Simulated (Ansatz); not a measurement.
Two isomers of C2H5NS: A = `CC(=N)S`, B = `C=NCS`.

Computed with Ansatz on PBE0-D4/def2-TZVP structures; ΔE is electronic, products minus reactants. CBS: MP2 limit from def2 TZ/QZ plus the TZ coupled-cluster correction, frozen cores. Functionals use def2-TZVPP. Each species was taken in one conformer, which may not be the lowest.

A:

Z-matrix (Å, degrees):
```
C
C 1 1.494
H 1 1.093 2 110.6
H 1 1.093 2 110.6 3 -119.3
H 1 1.089 2 108.9 3 120.4
N 2 1.262 1 121.1 3 -120.4
S 2 1.781 1 116.7 3 59.5
H 6 1.019 2 112.9 1 -180.0
H 7 1.342 2 97.8 1 0.1
```

B:

Z-matrix (Å, degrees):
```
C
N 1 1.437
S 1 1.811 2 111.7
H 1 1.091 2 108.8 3 120.4
H 1 1.100 2 113.6 3 -118.4
C 2 1.259 1 117.6 3 113.5
H 3 1.343 1 95.9 2 59.7
H 6 1.099 2 123.3 1 0.1
H 6 1.089 2 119.3 1 -179.7
```

**Question.** Which isomer does CCSD(T)/CBS put lower? Give the gap. (An estimate is asked.)

**Answer.** The calculation gave: A, by 68.4 kJ/mol.

**Question.** Give E(B) − E(A) in kJ/mol with PBE-D4, LDA (SPW92), MP2/def2-TZVPP, PBE0-D4, CCSD(T)/def2-SVP, CCSD/def2-TZVPP, B2PLYP. (Best estimate.)

**Answer.** The calculation gave: PBE-D4 75.9, LDA (SPW92) 80.1, MP2/def2-TZVPP 71.2, PBE0-D4 73.7, CCSD(T)/def2-SVP 64.4, CCSD/def2-TZVPP 64.7, B2PLYP 69.2. None reverses the order clearly.

**Question.** Does the order hold for the free energy at 298.15 K (harmonic terms from PBE0-D4)? (An estimate is asked.)

**Answer.** Ansatz gave: Yes: G(B) − G(A) = +67.6 kJ/mol, for one conformer each.

Largest T1 diagnostic: 0.013.

Leaving LDA and LC-ωPBE aside and taking each functional with its dispersion term where it has one, the values, not all of them listed here, spread over 12.8 kJ/mol, from BHLYP-D4 to r2SCAN-D4. LDA lies +4.9 kJ/mol from PBE without D4. From BLYP to BHLYP (50 % exact exchange), in def2-TZVPP and without D4, E(B) − E(A) moves by −3.2 kJ/mol.
